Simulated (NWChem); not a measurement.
**C3H7 (SMILES C[CH]C): levels of theory compared**

We compute a comparison of 6 runs (UHF/STO-3G, UHF/3-21G, UHF/6-311+G**, UB3LYP/6-31G*, UMP2/6-311+G**, UCCSD(T)/6-31G) of C3H7. 

The results are computed with NWChem 7.3.0.

1 further run of the same task is left out (set aside as unsound or not needed).

## 1. The structure to begin with

C3H7: 10 atoms, total charge 0, spin state doublet. As SMILES, `C[CH]C`. Geometry: relaxed at PBE0-D4/def2-TZVP.

Bond lengths: C1–C2 1.481 Å, C2–C3 1.481 Å, C1–H4 1.096 Å, C1–H5 1.092 Å, C1–H6 1.102 Å, C2–H7 1.084 Å, C3–H8 1.096 Å, C3–H9 1.092 Å, C3–H10 1.102 Å. Some angles: C1–C2–C3 120.7°, C1–C2–H7 119.0°, C3–C2–H7 119.0°, C2–C1–H4 111.4°, C2–C1–H5 112.2°, C2–C1–H6 111.9°, C2–C3–H8 111.4°, C2–C3–H9 112.2°, C2–C3–H10 111.9°, H4–C1–H5 108.1°.

## 2. Energy and forces at UHF/STO-3G (run 1)

Input file c3h7.xyz:

```xyz
10
C3H7
C     -0.670800     0.774700    -0.789100
C      0.422000    -0.150000    -0.409900
C      0.462500    -0.759500     0.939200
H     -1.652400     0.364700    -0.523700
H     -0.672300     0.993600    -1.858600
H     -0.593400     1.739600    -0.262500
H      1.301400    -0.211400    -1.041000
H     -0.510700    -1.180900     1.217600
H      1.208800    -1.552900     1.010400
H      0.704900    -0.018000     1.717600
```

Input file c3h7.nw:

```
start c3h7
title "C3H7"
memory total 2200 mb
charge 0

geometry noautosym nocenter noautoz
  load format xyz c3h7.xyz
end

basis spherical bse
  * library STO-3G
end

scf
  doublet
  uhf
  thresh 1e-08
  maxiter 80
  print medium
end

task scf gradient
```

The run is started by

```
$ nwchem c3h7.nw > c3h7.out
```

Standard output:

```text
[...]
  functions       =    22
[...]
  wavefunction    = UHF
[...]
         Total SCF energy =   -116.246317291558
      One electron energy =   -306.159199388808
      Two electron energy =    114.190801476517
 Nuclear repulsion energy =     75.722080620733
                       Sz =      0.5000
                 Sz(Sz+1) =      0.7500
                      S^2 =      0.7656
[...]
                         UHF ENERGY GRADIENTS
    atom               coordinates                        gradient
                 x          y          z           x          y          z
   1 C      -1.267628   1.463971  -1.491183    0.029137  -0.028584   0.004510
   2 C       0.797464  -0.283459  -0.774599   -0.019752   0.009102   0.020955
   3 C       0.873998  -1.435247   1.774831    0.000282   0.010508  -0.039724
   4 H      -3.122583   0.689183  -0.989650   -0.006860  -0.001013   0.002857
   5 H      -1.270463   1.877632  -3.512245   -0.000545   0.002530  -0.004608
   6 H      -1.121363   3.287367  -0.496053   -0.001045   0.008073   0.004455
   7 H       2.459289  -0.399488  -1.967205    0.000624  -0.001213  -0.001479
   8 H      -0.965083  -2.231577   2.300930   -0.006465  -0.001615   0.003553
   9 H       2.284301  -2.934555   1.909379    0.003655  -0.003171   0.001914
  10 H       1.332068  -0.034015   3.245793    0.000969   0.005383   0.007566
[...]
```

Run time: 1.6 s. Hardware: 1 thread of Intel Xeon Platinum 8375C at 2.90GHz (Ice Lake), shared host; peak memory 0.1 GiB.

## 3. Energy and gradient at UHF/3-21G (run 2)

Input file job.xyz:

```xyz
10
C3H7 gradient
C     -0.670800     0.774700    -0.789100
C      0.422000    -0.150000    -0.409900
C      0.462500    -0.759500     0.939200
H     -1.652400     0.364700    -0.523700
H     -0.672300     0.993600    -1.858600
H     -0.593400     1.739600    -0.262500
H      1.301400    -0.211400    -1.041000
H     -0.510700    -1.180900     1.217600
H      1.208800    -1.552900     1.010400
H      0.704900    -0.018000     1.717600
```

Input file run.py:

```python
from ase.io import read
from ase.calculators.nwchem import NWChem

molecule = read('job.xyz')

calc = NWChem(
    label='job',
    theory='scf',
    memory='2200 mb',
    basis='3-21G',
    basispar='spherical bse',
    scf={'nopen': '1', 'uhf': None, 'thresh': '1e-08', 'maxiter': '80'},
)
molecule.calc = calc

forces = molecule.get_forces()
print(f"energy = {molecule.get_potential_energy():.6f} eV")
print("forces (eV/A):")
for s, f in zip(molecule.symbols, forces):
    print(f"{s:2s} {f[0]:10.5f} {f[1]:10.5f} {f[2]:10.5f}")
```

The run is started by

```
$ export ASE_NWCHEM_COMMAND="nwchem PREFIX.nwi > PREFIX.nwo"
$ python run.py
```

Standard output:

```text
energy = -3183.320569 eV
forces (eV/A):
C    -0.83957    0.76639   -0.14285
C     0.80548   -0.23114   -0.73024
C    -0.03152   -0.32874    1.09817
H     0.28457    0.06217   -0.11416
H    -0.00309   -0.08695    0.27115
H     0.03486   -0.29233   -0.15277
H    -0.27922    0.03636    0.21505
H     0.27593    0.07626   -0.13082
H    -0.20548    0.18759   -0.04206
H    -0.04201   -0.18954   -0.27141
```

The calculator wrote job.nwi:

```
title "job"

permanent_dir job

scratch_dir job

start job

geometry units angstrom nocenter noautosym noautoz
  C  -6.7079999999999995e-01 7.7470000000000006e-01 -7.8910000000000002e-01
  C  4.2199999999999999e-01 -1.4999999999999999e-01 -4.0989999999999999e-01
  C  4.6250000000000002e-01 -7.5949999999999995e-01 9.3920000000000003e-01
  H  -1.6524000000000001e+00 3.6470000000000002e-01 -5.2370000000000005e-01
  H  -6.7230000000000001e-01 9.9360000000000004e-01 -1.8586000000000000e+00
  H  -5.9340000000000004e-01 1.7396000000000000e+00 -2.6250000000000001e-01
  H  1.3013999999999999e+00 -2.1140000000000000e-01 -1.0409999999999999e+00
  H  -5.1070000000000004e-01 -1.1809000000000001e+00 1.2176000000000000e+00
  H  1.2088000000000001e+00 -1.5528999999999999e+00 1.0104000000000000e+00
  H  7.0489999999999997e-01 -1.7999999999999999e-02 1.7176000000000000e+00
end

memory 2200 mb

basis spherical bse noprint
   * library 3-21G
end

scf
  nopen 1
  uhf
  thresh 1e-08
  maxiter 80
end

task scf gradient
```

job.nwo:

```text
Northwest Computational Chemistry Package (NWChem) 7.3.0
             --------------------------------------------------------

           Job information
           ---------------

    nwchem branch   = 7.3.0
    use scalapack   = T
    input           = job.nwi
    prefix          = job.
    data base       = job/job.db
    status          = startup
    nproc           =        1

           Memory information
           ------------------

[... 5 lines left out ...]
    hardfail = no
[... 126 lines left out ...]
 1-e energy   =    -303.541202
[... 9 lines left out ...]
 Convergence threshold     :          1.000E-08
[... 16 lines left out ...]
      One electron energy =   -306.129071273204
[... 9 lines left out ...]
          Final alpha eigenvalues
[... 209 lines left out ...]
                     UHF Final Beta Molecular Orbital Analysis
[... 245 lines left out ...]
                 ----------------------------------------
                 |  Time  |  1-e(secs)   |  2-e(secs)   |
                 ----------------------------------------
                 |  CPU   |       0.00   |       0.10   |
                 ----------------------------------------
                 |  WALL  |       0.00   |       0.10   |
                 ----------------------------------------

 Task  times  cpu:        1.3s     wall:        1.3s
 Total times  cpu:        1.3s     wall:        1.3s
```

It took 2.4 s on 1 thread of Intel Xeon Platinum 8375C at 2.90GHz (Ice Lake), shared host; peak memory 0.1 GiB.

Runs 3 to 5 aren't shown in full; the table further down has their settings and results.

## 4. A single-point energy at UCCSD(T)/6-31G (run 6)

Input file geom.nw:

```
START geom
TITLE "C3H7"
memory stack 880 mb heap 220 mb global 1100 mb
GEOMETRY units angstroms noautosym nocenter noautoz
C       -0.670800       0.774700      -0.789100
C        0.422000      -0.150000      -0.409900
C        0.462500      -0.759500       0.939200
H       -1.652400       0.364700      -0.523700
H       -0.672300       0.993600      -1.858600
H       -0.593400       1.739600      -0.262500
H        1.301400      -0.211400      -1.041000
H       -0.510700      -1.180900       1.217600
H        1.208800      -1.552900       1.010400
H        0.704900      -0.018000       1.717600
END
BASIS spherical bse
* library 6-31G
END
SCF
doublet
uhf
thresh 1e-08
maxiter 80
print low
END
TCE
scf
ccsd(t)
freeze core 3
maxiter 60
END
TASK tce energy
```

The run is started by

```
$ nwchem geom.nw > geom.out
```

Standard output:

```text
[...]
  functions       =    41
[...]
  wavefunction    = UHF
[...]
         Total SCF energy =   -117.590853878968
      One electron energy =   -306.996886632053
      Two electron energy =    113.683952132353
 Nuclear repulsion energy =     75.722080620733
                       Sz =      0.5000
                 Sz(Sz+1) =      0.7500
                      S^2 =      0.7650
[...]
         Wavefunction type : Unrestricted Hartree-Fock
          No. of electrons :    25
[...]
         Spin multiplicity : doublet
[...]
 CCSD total energy / hartree       =      -117.887941604360449
[...]
 CCSD[T] total energy / hartree       =      -117.893995827450041
[...]
 CCSD(T) total energy / hartree       =      -117.893821640778540
[...]
```

Wall time 13 s (1 thread of Intel Xeon Platinum 8375C at 2.90GHz (Ice Lake), shared host); peak memory 0.2 GiB.

## 5. Overview of the runs

```tsv
run	level	iteration cap	module	energy (Eh)	dipole moment (D)	HOMO energy (eV)	LUMO energy (eV)	wall time
1	UHF/STO-3G	80	scf	-116.246317	0.10	-7.85	8.79	1.6 s
2	UHF/3-21G	80	scf	-116.984874	0.17	-8.79	4.58	2.4 s
3	UHF/6-311+G**	80	scf	-117.667546	0.17	-8.81	2.00	35 s
4	UB3LYP/6-31G* (spherical functions)	100	dft	-118.475675	0.18	-4.79	-0.70	44 s
5	UMP2/6-311+G**	80	mp2	-118.103124	0.23	–	–	79 s
6	UCCSD(T)/6-31G	80	tce	-117.893822	–	–	–	13 s
```

## 6. Outcome

| quantity | value |
| --- | --- |
| run 6: total energy | -117.89382 Eh |
| run 6: correlation energy (3 core orbitals frozen) | -303.0 mEh |
| run 6: (T) correction | -5.88 mEh |
| run 6: ⟨S²⟩ of the reference determinant | 0.765 |

What this shows: Over runs 1, 2, 3, 4, 5 the dipole moment (its size) runs from 0.10 D (UHF/STO-3G) to 0.23 D (UMP2/6-311+G**). The two ends differ in method and basis. In run 1 the basis is minimal, so the values are rough. All runs together took 2.9 min, the longest 79 s.
